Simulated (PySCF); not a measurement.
An unknown is described by computed data only.

Formula: C2H5Cl.

* Rotational structure: rotational constants A, B, C: 31.609, 5.487, 4.969 GHz [PBE0-D3(BJ)/def2-SVP]
* Dipole: 2.19 D [PBE0/pcSseg-1]
* 13C NMR: chemical shifts (computed TMS as zero) by class: 45.5 (1 C), 20.8 (1 C) ppm [GIAO PBE0/pcSseg-1]
* NMR, other nuclei: isotropic shieldings of nuclei other than C and H, by class: 840 (1 Cl) ppm [GIAO PBE0/pcSseg-1]
* 1H NMR: chemical shifts (computed TMS as zero) by class: 3.38 (2 H), 1.36 (3 H) ppm [GIAO PBE0/pcSseg-1]

The electronic properties come from PySCF, for the isolated species, density fitting. Levels stand in brackets. Geometry: PBE0-D3(BJ)/def2-SVP; no solvent, vibrations or thermal averaging. NMR values are class means; diastereotopic atoms form classes of their own.

Problem. What is the compound? Reason from the data.

Solution. Numbering: `[CH3:1][CH2:2][Cl:3]`. Its formula, C2H5Cl, gives 0 degrees of unsaturation, so no ring and no π bond. 2 carbons fall into 2 classes; from least to most shielded: sp3 C–Cl carbon [C2] (45.5 ppm), methyl carbon [C1] (20.8 ppm). Hydrogen classes from least to most shielded: 2 H on an sp3 C–Cl carbon, C2 (3.38 ppm), 3 H on a methyl carbon, C1 (1.36 ppm). The other shieldings belong to: 840 ppm, alkyl chlorine [Cl3]. The optimised geometry has point group Cs and is an asymmetric top. Structure: ethyl chloride (`CCCl`). The assignments are read from this structure; whether some other isomer fits the data as well wasn't checked.
